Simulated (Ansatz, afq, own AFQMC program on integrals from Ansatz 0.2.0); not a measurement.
**NH3, singlet in 6-31G, levels against full CI**

```yaml
atoms:
  - { symbol: N, position_ang: [0.0003, -0.0001, -0.0667] }
  - { symbol: H, position_ang: [0.9385, 0.0130, 0.3137] }
  - { symbol: H, position_ang: [-0.4826, 0.8082, 0.3055] }
  - { symbol: H, position_ang: [-0.4607, -0.8202, 0.3074] }
```

Basis 6-31G. Noble-gas cores (and the filled d shells of Ga–Kr and In–Xe) are frozen. Ansatz 0.2.0 and our own AFQMC program on the same integrals; the CISD trial comes from CCSD amplitudes, and released means the phaseless constraint is let go. Free AFQMC starts from the CCSD state and is never constrained. Its projection time is finite, and what remains of the start isn't in its error. ± is one standard error of the sampling.

Determinant: RHF, the one that the program's search chose, which needn't be the lowest solution. The geometry is a point of a scan.

Full CI on the same integrals is exact in this basis and with this determinant's frozen core.

```
T1 diagnostic                               : 0.0058
weight of the determinant in the CISD state : 0.951
size of the correlated space                : 8 electrons in 14 orbitals
```

```csv
level,correlation energy (eV)
MP2,-3.1505
CCSD,-3.4994
CCSD(T),-3.5380
```

Estimate where phaseless AFQMC with the Hartree–Fock trial lies against CCSD(T) on the same integrals.

0.98 ± 0.50 kcal/mol below CCSD(T). The gap is under twice the noise, so this walk alone can't tell the two apart.

Reference: full CI, correlation energy -3.550 eV. The released energy is read at 2.40 1/Eh (meV from the phaseless value at times in 1/Eh: -1.0 ± 1.4 at 0.24, -1.0 ± 1.2 at 0.51, -0.8 ± 0.7 at 0.99, 1.5 ± 1.2 at 1.62, 0.8 ± 2.1 at 2.40).

```csv
level,E − E(reference) (kcal/mol),share of correlation (%)
CCSD(T),0.27,99.67
CCSDT,0.19,99.77
CCSDT(Q),0.00,100.00
CCSDTQ,0.01,99.99
ph-AFQMC/HF,-0.71 ± 0.50,100.87
ph-AFQMC/CISD,-0.01 ± 0.05,100.01
released AFQMC,0.01 ± 0.05,99.99
free AFQMC,0.00 ± 0.03,100.00
```

CCSDT and higher add their correlation energy to the determinant of the CCSD(T) run, since their own runs factorise the integrals more tightly (a shift of under 2 meV). Free projections are given only where their last times agree within the noise and don't stop above the reference; a slow remainder of the start can still hide under it. A walk keeps the symmetry of its determinant, which the program's search chose and which needn't be the lowest solution, so a lower state of the same spin and another symmetry isn't excluded. Released energies are given only where the last usable release times agree within the noise; a slower fall can still hide under it.
